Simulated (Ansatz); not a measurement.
**Which method gave which barrier?**

Saddle point of CH6ClSi, doublet (CH₃Cl ([CH3][Cl]) + SiH₃ → CH₂Cl ([CH2][Cl]) + SiH₄; bonds formed: H1–Si4; bonds broken: H1–C2), PBE0-D4/def2-TZVP structure:

| atom | x (Å) | y (Å) | z (Å) |
| --- | --- | --- | --- |
| H1 | -0.0141 | -0.1170 | 0.0969 |
| C2 | -1.1784 | -1.1485 | 0.1147 |
| Cl3 | -2.2435 | -0.7104 | -1.1621 |
| Si4 | 1.1568 | 1.0089 | -0.0017 |
| H5 | -1.5986 | -0.9952 | 1.1024 |
| H6 | -0.6537 | -2.0811 | -0.0595 |
| H7 | 1.9339 | 0.7997 | -1.2518 |
| H8 | 2.0609 | 0.8841 | 1.1730 |
| H9 | 0.5366 | 2.3596 | -0.0117 |

Program: Ansatz 0.2.0. Basis: def2-TZVPP, with def2-QZVPP for the basis limit. Cores are frozen in the correlated methods; orbitals are unrestricted. B3LYP uses VWN-RPA correlation. Extrapolation: Hartree–Fock as exp(−7.88 √X), correlation as X^−2.97. Four methods, as single points on the PBE0-D4 structures, gave these electronic barriers from the start structure: 16.50, 18.73, 25.22, 28.03 kcal/mol.

Question: The methods were, in alphabetical order, B3LYP-D4, BLYP-D4, HF, MP2. Which gave which? (Judge from chemistry; the calculation decides.)

Answer: The calculation gives: BLYP-D4 16.50; B3LYP-D4 18.73; MP2 25.22; HF 28.03 kcal/mol. For comparison, CCSD(T) at an estimated basis limit (MP2 extrapolated from triple and quadruple zeta, plus CCSD(T) − MP2 in triple zeta) gives 22.30 kcal/mol.

The T1 diagnostic stays at or below 0.016. ⟨S²⟩ of the unrestricted Hartree–Fock references: 0.75 to 0.78 (a pure state has 0.75). The end structure is not quite a true minimum (one mode of 26i cm⁻¹).

Radical steps of this kind take place in plasma deposition and etching.

Labels in which every atom is bracketed show which atoms are joined, not bond orders.

For scale, one of the runs: CCSD(T)/def2-TZVPP, 199 basis functions, launched by `ansatz run in.yaml --threads 4 --pin off --events-out ev --progress --plain --max-ram 9574MiB`. The run took 120 s on 4 CPU threads of an Arm Neoverse V1 (shared host), with 5.7 GiB of host memory at its peak.
